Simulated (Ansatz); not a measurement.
We consider hcp Zr, described by PBEsol (PAW; Ansatz, a quantum-chemistry and plane-wave program).

Settings: plane-wave cutoff 520 eV, 18×18×12 k mesh (along the axes of the cell as run), Fermi–Dirac smearing 0.05 eV, scalar-relativistic PAW data made under PBE.

Results at a series of volumes:

```
V (Å³/atom)  E − E_lowest (meV/atom)  P (GPa)
-----------  -----------------------  -------
21.562                         11.66     4.27
22.012                          2.84     2.05
22.461                          0.00     0.00
22.910                          2.68    -1.89
23.359                         10.44    -3.63
```

**Question.** What bulk modulus B0 and pressure derivative B′ does a third-order Birch–Murnaghan fit give?

**Answer.** V0 = 22.461 Å³/atom, B0 = 98.3 GPa, B′ = 3.1 (fit to the energies at full precision).

Shape and atoms are relaxed at each volume.

Measured, for comparison: bulk modulus 95.9 GPa (zero-point energy and finite temperature contributions removed, our sources range from 84.3 to 95.9; as tabulated in doi:10.1021/acs.jctc.3c00612). Computed (rounded) less measured: bulk modulus not scored (sources differ).

Note: the bulk modulus comes from volumes at which shape and atoms were relaxed.
